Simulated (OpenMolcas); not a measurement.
# UBPBE/aug-pcseg-2 run of LiO (lithium monoxide)

Aim: a structure relaxation of LiO (lithium monoxide). 

The calculation is run with OpenMolcas 26.06.

2 further runs of the same task are left out: 2 set aside as unsound or not needed.

### 1 The system as given

LiO: 2 atoms, total charge 0, spin state doublet. SMILES: `[Li][O]`. The shape comes from GFN2-xTB, which is rough for such elements, and wasn't checked as a minimum. The run starts from this shape.

Bond lengths: Li1–O2 1.566 Å.

### 2 A structure relaxation at UBPBE/aug-pcseg-2

job.input reads:

```
* LiO Kohn-Sham DFT
&GATEWAY
BasLib
$CurrDir
Coord
2
bohr
Li     0.00000000     0.00000000     0.00000000
O      0.00000000     0.00000000     2.95893317
Basis
aug-pcseg-2
Group
NoSym
>>> EXPORT MOLCAS_MAXITER=40
>>> Do While
&SEWARD
&SCF
UHF
Spin
2
KSDFT
BPBE
PrOrbitals
0
&SLAPAF
>>> EndDo
```

The basis set aug-pcseg-2 is read from a file made from the Basis Set Exchange's data (not shown).

Command:

```sh
$ export MOLCAS_MEM=1860
$ pymolcas job.input > job.log
```

**Question.** What will come out? Wanted: total energy at the end; dipole moment; HOMO energy; LUMO energy; bond length; ⟨S²⟩.

Answer, from the run:

Level: UBPBE/aug-pcseg-2.

```
                          quantity         value
           total energy at the end  -82.66332 Eh
                     dipole moment        5.73 D
HOMO energy (highest over α and β)      -4.75 eV
 LUMO energy (lowest over α and β)      -4.10 eV
                       bond length       1.608 Å
                              ⟨S²⟩         0.754
```

**Reading.** At the final geometry: Bond lengths: Li1–O2 1.608 Å. The optimisation took 2 steps and changed the energy by -0.012 eV.
